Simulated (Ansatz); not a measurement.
Si2H2⁻: single points at one geometry.

```yaml
crystal:
  periodic: [false, false, false]
  atoms:
    - {symbol: Si, position_ang: [-0.422044, -1.055248, -0.444409]}
    - {symbol: Si, position_ang: [1.434953, 0.069445, 0.208979]}
    - {symbol: H, position_ang: [0.540020, 1.053808, 0.993760]}
    - {symbol: H, position_ang: [-1.552929, -0.068004, -0.758330]}
basis:
  gaussian: {orbitals: def2-TZVPD, initial_orbitals: start.molden}
total_charge: -1
magnetization: {spin_polarized: true, initial_magnetization: 1}
hamiltonian: {xc: hse06, dispersion: d4}
scf: {omitted_lower_state_checks: [starts]}
output: {orbitals: {seedname: orbitals}}
```

The file start.molden holds the orbitals of an earlier run on this structure, at another level or in another basis.

```sh
$ ansatz run in.yaml --threads 4 --pin off --events-out ev --progress --plain --max-ram 3916MiB
```

It prints (some lines left out):

```
Functional definition: HSE06
694 factors; their error is unknown
87 factors; integrals over basis functions are off by at most 4.4e-6 eV
mean field evaluation 1: about -15779.2828 eV, gradient 1.6e-1 eV
mean field evaluation 2: about -15779.2935 eV, gradient 1.6e-1 eV
mean field evaluation 4: about -15779.2938 eV, gradient 9.9e-4 eV
mean field -15779.29378649 eV, -579.8783510639 hartree, gradient 2.0e-5 eV, S^2 0.806042; 0 other end points of the search recorded, 0 dependent functions left out
reference -15779.29382659 eV, -579.8783525376 hartree; 16, 15 occupied and 88, 89 virtual orbitals, 694 factors
Total energy: -15779.38806383 eV, -579.8818156924 hartree
Checks for a lower state left out: starts
```

Run time 1.3 s (4 threads of Intel Xeon Platinum 8259CL on a shared host).

First input, but with `hamiltonian: {xc: pbe, dispersion: d4}`, `output: {forces: true, orbitals: {seedname: orbitals}}` (abridged; 1.2 s):

```
Functional definition: PBE
mean field -15778.31293675 eV, -579.8423055009 hartree, gradient 1.2e-5 eV, S^2 0.769261
Total energy: -15778.43253013 eV, -579.8467004767 hartree
Atom 0 force     0.045163    -0.124474     0.017816 eV/Å
Atom 1 force     0.231119    -0.076173    -0.058633 eV/Å
Atom 2 force    -0.136520     0.096702     0.073383 eV/Å
Atom 3 force    -0.139762     0.103945    -0.032566 eV/Å
Dipole moment:    -0.104596     0.096787    -0.087376 e Å
Checks for a lower state left out: starts
```

The first input with `hamiltonian: {xc: r2scan, dispersion: d4}` (abridged; 1.8 s):

```
Functional definition: r2SCAN
mean field -15784.84453179 eV, -580.0823371913 hartree, gradient 2.9e-5 eV, S^2 0.829515
Total energy: -15784.86958834 eV, -580.0832580025 hartree
Checks for a lower state left out: starts
```

The first input with `hamiltonian: {xc: pbe0, dispersion: d4}` (abridged; 1.1 s):

```
Functional definition: PBE0
mean field -15779.64782999 eV, -579.8913619226 hartree, gradient 2.5e-5 eV, S^2 0.810224
Total energy: -15779.74787765 eV, -579.8950386065 hartree
Checks for a lower state left out: starts
```

The first input with `gaussian: {orbitals: "def2-TZVPPD.json", initial_orbitals: start.molden}`, `correlation: {method: ccsd_t}`, `scf: {omitted_lower_state_checks: [starts, cluster_reference]}` and without the key `hamiltonian` (abridged; 12 s):

```
Functional definition: HF
mean field -15754.40630664 eV, -578.9637530490 hartree, gradient 2.3e-6 eV, S^2 1.168342
10 core orbitals not correlated: weight in the atoms' cores, before any rotation towards them, 1.000 or more for the frozen orbitals, at most 0.000 for the correlated occupied ones
second order -5.78764680 eV of doubles, -0.00000000 eV of singles
cycle   1  -6.49344185 eV  change   -7.1e-1 eV  update   1.0e-1
cycle   2  -6.85219588 eV  change   -3.6e-1 eV  update   4.9e-2
cycle   3  -6.92966966 eV  change   -7.7e-2 eV  update   3.4e-2
cycle   4  -6.96442803 eV  change   -3.5e-2 eV  update   2.4e-2
cycle   5  -6.98650986 eV  change   -2.2e-2 eV  update   1.4e-2
cycle   6  -7.00043928 eV  change   -1.4e-2 eV  update   7.2e-3
cycle   7  -7.00552236 eV  change   -5.1e-3 eV  update   3.6e-3
cycle   8  -7.00711794 eV  change   -1.6e-3 eV  update   2.3e-3
cycle   9  -7.00730422 eV  change   -1.9e-4 eV  update   1.7e-3
cycle  10  -7.00738623 eV  change   -8.2e-5 eV  update   1.3e-3
cycle  11  -7.00808259 eV  change   -7.0e-4 eV  update   9.9e-4
cycle  12  -7.00819932 eV  change   -1.2e-4 eV  update   6.4e-4
cycle  13  -7.00830666 eV  change   -1.1e-4 eV  update   4.1e-4
cycle  14  -7.00810298 eV  change    2.0e-4 eV  update   2.5e-4
cycle  15  -7.00798857 eV  change    1.1e-4 eV  update   1.6e-4
cycle  16  -7.00796428 eV  change    2.4e-5 eV  update   9.3e-5
cycle  17  -7.00795238 eV  change    1.2e-5 eV  update   5.9e-5
cycle  18  -7.00796410 eV  change   -1.2e-5 eV  update   3.0e-5
cycle  19  -7.00795993 eV  change    4.2e-6 eV  update   1.6e-5
cycle  20  -7.00795326 eV  change    6.7e-6 eV  update   9.1e-6
cycle  21  -7.00794692 eV  change    6.3e-6 eV  update   5.7e-6
cycle  22  -7.00794230 eV  change    4.6e-6 eV  update   3.2e-6
perturbative correction -0.40126737 eV, -0.0147463039 hartree
Total energy: -15761.81551631 eV, -579.2360364822 hartree
Checks for a lower state left out: starts, cluster_reference
```

First input, but with `hamiltonian: {xc: {name: B2PLYP}}` and without the key `output` (abridged; 1.5 s):

```
Functional definition: B2PLYP
mean field -15777.42332659 eV, -579.8096129307 hartree, gradient 2.8e-6 eV, S^2 0.872305
10 core orbitals not correlated: weight in the atoms' cores, before any rotation towards them, 1.000 or more for the frozen orbitals, at most 0.000 for the correlated occupied ones
second order -7.55115238 eV of doubles, -0.00000000 eV of singles
Total energy: -15779.46227547 eV, -579.8845429200 hartree
Checks for a lower state left out: starts
```

Geometry: r2SCAN-D4/def2-TZVPD.

HSE06 is defined as in plane-wave codes, on full-range PBE exchange. Correlated methods freeze 10 core orbitals. At HSE06-D4/def2-TZVPD, PBE-D4/def2-TZVPD, r2SCAN-D4/def2-TZVPD the highest occupied level of the charge -1 doublet lies above zero (up to 0.46 eV). The electron is either unbound and held by the finite basis, or the level is raised by self-interaction error. At CCSD(T)/def2-TZVPPD T1 of the charge -1 doublet is large (up to 0.067), so the single-reference result is doubtful. At CCSD(T)/def2-TZVPPD, B2PLYP/def2-TZVPD the charge -1 doublet is spin-contaminated (final ⟨S²⟩ up to 1.17, 0.75 for a pure state). Another isomer (doublet) lies 0.33 eV lower at PBE0-D4/def2-TZVPD; other spin states weren't run for this one.
